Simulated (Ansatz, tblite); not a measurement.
# The cluster Bi₃+: adding an electron

One table from this session's results is given with a row withheld; the runs are named, their logs left out.

The runs use Ansatz 0.2.0, Gaussian basis; as each input shows.

Plan: charge 0 doublet, at the geometry of the singlet (PBE0-D4/def2-TZVP, PBE-D4/def2-TZVP, r2SCAN-D4/def2-TZVP, BHLYP-D4/def2-TZVP, PBE-QIDH/def2-TZVP, HSE06-D4/def2-TZVP, HF/def2-TZVP, B2PLYP/def2-TZVP); the starting singlet's energies come from earlier runs.

1 further run of the same task is left out (set aside as unsound or not needed).

## The geometry

The singlet was relaxed beforehand with B3LYP-D4/def2-SVP. At that level it is the lowest of the isomers that a small search found.

3 atoms, charge 1, spin multiplicity 1.

Atoms are counted from 1 here; the program's logs count them from 0.

Bond lengths: Bi1–Bi2 2.919 Å, Bi1–Bi3 2.919 Å, Bi2–Bi3 2.919 Å. Angles: Bi2–Bi1–Bi3 60.0°, Bi1–Bi2–Bi3 60.0°, Bi1–Bi3–Bi2 60.0°.

Bi takes a core potential in the def2 sets. No spin-orbit coupling is included. The ion is computed in the gas phase, without counter-ions or solvent.

Set-up of the first run:

in.yaml reads:

```yaml
crystal:
  periodic: [false, false, false]
  atoms:
    - {symbol: Bi, position_ang: [-1.087064, -0.215363, 1.269811]}
    - {symbol: Bi, position_ang: [1.562452, -0.621543, 0.113724]}
    - {symbol: Bi, position_ang: [-0.475388, 0.836907, -1.383534]}
basis:
  gaussian: {orbitals: def2-SVP}
magnetization: {spin_polarized: true, initial_magnetization: 1}
hamiltonian: {xc: pbe0, dispersion: d4}
output: {orbitals: {seedname: orbitals}}
```

Command:

```console
ansatz run in.yaml --threads 2 --pin off --events-out ev --progress --plain --max-ram 4352MiB
```

Steps of the session up to this table: Charge 0 doublet at the fixed geometry, first pass, PBE0-D4/def2-SVP; Charge 0 doublet at the fixed geometry, PBE0-D4/def2-TZVP; Charge 0 doublet at the fixed geometry, PBE-D4/def2-TZVP; Charge 0 doublet at the fixed geometry, r2SCAN-D4/def2-TZVP; Charge 0 doublet at the fixed geometry, BHLYP-D4/def2-TZVP; Charge 0 doublet at the fixed geometry, PBE-QIDH/def2-TZVP; Charge 0 doublet at the fixed geometry, HSE06-D4/def2-TZVP; Charge 0 doublet at the fixed geometry, HF/def2-TZVP; Charge 0 doublet at the fixed geometry, B2PLYP/def2-TZVP.

One table of the session follows, with a row left open; its other results are not shown here.

It belongs to the step «Vertical electron affinity». Beside −ε(LUMO) of the starting state:

| level | −ε(LUMO) (eV) | by difference (eV) | mismatch (eV) |
| --- | --- | --- | --- |
| PBE-D4/def2-TZVP | ? | ? | ? |
| r2SCAN-D4/def2-TZVP | 8.45 | 6.47 | +1.98 |
| PBE0-D4/def2-TZVP | 7.84 | 6.36 | +1.48 |
| HSE06-D4/def2-TZVP | 8.20 | 6.35 | +1.84 |

**Question.** Estimate the row for PBE-D4/def2-TZVP.

As computed: −ε(LUMO) (eV): 8.48; by difference (eV): 6.20; mismatch (eV): +2.29. In the column «−ε(LUMO) (eV)» it is the highest.
